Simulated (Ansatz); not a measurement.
LiH₂O (charge +1), singlet: a pair in one relaxed arrangement.

The input file, in.yaml:

```yaml
crystal:
  periodic: [false, false, false]
  atoms:
    - {symbol: Li, position_ang: [0.001453, -0.083848, -1.658950]}
    - {symbol: O, position_ang: [-0.000059, 0.008291, 0.165076]}
    - {symbol: H, position_ang: [0.164978, 0.787387, 0.709073]}
    - {symbol: H, position_ang: [-0.166373, -0.711829, 0.784702]}
basis:
  gaussian: {orbitals: "def2-TZVPPD.json"}
total_charge: 1
hamiltonian: {xc: hse06, dispersion: d4}
```

The basis file named in the input lies beside it (Basis Set Exchange, JSON).

Command:

```bash
ansatz run in.yaml --threads 2 --pin off --events-out ev --progress --plain --max-ram 5222MiB
```

What Ansatz 0.2.0 printed:

```
Functional definition: HSE06
  name "HSE06"
  cite "Heyd, Scuseria & Ernzerhof, J. Chem. Phys. 118, 8207 (2003) doi:10.1063/1.1564060"
  cite "Krukau, Vydrov, Izmaylov & Scuseria, J. Chem. Phys. 125, 224106 (2006) doi:10.1063/1.2404663"
  cite "Heyd & Scuseria, J. Chem. Phys. 120, 7274 (2004) doi:10.1063/1.1668634"
  cite "Ernzerhof & Perdew, J. Chem. Phys. 109, 3313 (1998) doi:10.1063/1.476928"
  cite "Perdew, Burke & Ernzerhof, Phys. Rev. Lett. 77, 3865 (1996) doi:10.1103/PhysRevLett.77.3865"
  parent pbe
  parameter a = 0.25
  parameter omega = 0.11/bohr
  # The whole range is PBE's own exchange, as in plane waves. The composition of these papers is wPBEh.
  exchange = pbe_x - a*pbe_x_sr(omega) + a*exact_x_sr(omega)
  correlation = pbe_c
458 factors; their error is unknown
61 factors; integrals over basis functions are off by at most 1.2e-5 eV
mean field evaluation 1: about -2259.4872 eV, gradient 1.1e2 eV
mean field evaluation 2: about -2221.4144 eV, gradient 1.6e2 eV
mean field evaluation 4: about -2277.5024 eV, gradient 1.0e0 eV
mean field evaluation 8: about -2277.5109 eV, gradient 2.1e-1 eV
mean field -2277.51095894 eV, -83.6969839888 hartree, gradient 4.3e-5 eV, S^2 0.000000; 0 other end points of the search recorded, 0 dependent functions left out
reference -2277.51099160 eV, -83.6969851890 hartree; 6, 6 occupied and 90, 90 virtual orbitals, 458 factors
Total energy: -2277.52182881 eV, -83.6973834490 hartree
```

The lines “mean field evaluation” count trial sets of orbitals through the whole run, from several starts and some on an approximate energy, so they need not fall steadily or lie above the final value.

Hardware: 2 CPU threads of an Intel Xeon 6975P-C, shared host. Wall time about 0.4 s.
